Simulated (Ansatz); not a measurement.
Input file:

```yaml
crystal:
  periodic: [false, false, false]
  atoms:
    - {symbol: Ge, position_ang: [0.000000, 0.000000, 0.000000]}
    - {symbol: Al, position_ang: [0.000000, 0.000000, 4.216000]}
basis:
  gaussian: {orbitals: 6-31G}
total_charge: 1
magnetization: {spin_polarized: false}
hamiltonian: {xc: {name: PBE0}}
correlation: {method: ccsdt_q_b, electrons: outside_noble_gas}
```

```sh
$ ansatz run in.yaml --threads 1 --pin off --events-out ev --progress --plain --max-ram 2393MiB
```

(1) Roughly how long does this take on 1 thread of Intel Xeon, shared host, and how much host memory?

```
652 factors; integrals over basis functions are off by at most 8.0e-8 eV
mean field evaluation 1: about -63083.8259 eV, gradient 9.6e0 eV
mean field evaluation 2: about -63083.8240 eV, gradient 9.7e0 eV
mean field evaluation 4: about -63084.5747 eV, gradient 1.6e0 eV
mean field evaluation 8: about -63084.5926 eV, gradient 1.9e-2 eV
mean field evaluation 16: about -63084.0275 eV, gradient 4.6e0 eV
mean field -63084.59259406 eV, -2318.3160175591 hartree, gradient 7.1e-6 eV, S^2 0.000000; 2 other end points of the search recorded, 0 dependent functions left out; unrestricted orbitals would lower it
mean field evaluation 32: about -63038.8040 eV, gradient 7.5e-1 eV
19 core orbitals not correlated: weight in the atoms' cores, before any rotation towards them, 1.000 or more for the frozen orbitals, at most 0.000 for the correlated occupied ones
reference -63037.95971832 eV, -2316.6022909844 hartree; 3, 3 occupied and 20, 20 virtual orbitals, 652 factors
second order -1.48707193 eV of doubles, -0.15145686 eV of singles
cycle   1  -2.03900754 eV  change   -4.1e-1 eV  update   1.0e-1
cycle   2  -2.26998686 eV  change   -2.3e-1 eV  update   4.8e-2
cycle   3  -2.40644337 eV  change   -1.4e-1 eV  update   2.6e-2
cycle   4  -2.40877391 eV  change   -2.3e-3 eV  update   1.3e-2
cycle   5  -2.41705054 eV  change   -8.3e-3 eV  update   9.5e-3
cycle   6  -2.42386255 eV  change   -6.8e-3 eV  update   6.2e-3
cycle   7  -2.42183317 eV  change    2.0e-3 eV  update   3.5e-3
cycle   8  -2.42274755 eV  change   -9.1e-4 eV  update   2.4e-3
cycle   9  -2.42573578 eV  change   -3.0e-3 eV  update   1.1e-3
cycle  10  -2.42502514 eV  change    7.1e-4 eV  update   6.1e-4
cycle  11  -2.42521293 eV  change   -1.9e-4 eV  update   4.2e-4
cycle  12  -2.42497878 eV  change    2.3e-4 eV  update   2.9e-4
cycle  13  -2.42499251 eV  change   -1.4e-5 eV  update   1.8e-4
cycle  14  -2.42517273 eV  change   -1.8e-4 eV  update   7.3e-5
cycle  15  -2.42518277 eV  change   -1.0e-5 eV  update   2.3e-5
cycle  16  -2.42517102 eV  change    1.2e-5 eV  update   1.1e-5
cycle  17  -2.42516533 eV  change    5.7e-6 eV  update   5.5e-6
cycle  18  -2.42516320 eV  change    2.1e-6 eV  update   3.1e-6
cycle  19  -2.42516495 eV  change   -1.8e-6 eV  update   2.1e-6
cycle  20  -2.42516695 eV  change   -2.0e-6 eV  update   8.4e-7
cycle  21  -2.42516731 eV  change   -3.6e-7 eV  update   4.1e-7
perturbative correction -0.00760667 eV, -0.0002795401 hartree
Total energy: -63040.39249230 eV, -2316.6916937792 hartree
```

Results:

(1) 8.5 s wall and 0.12 GiB.
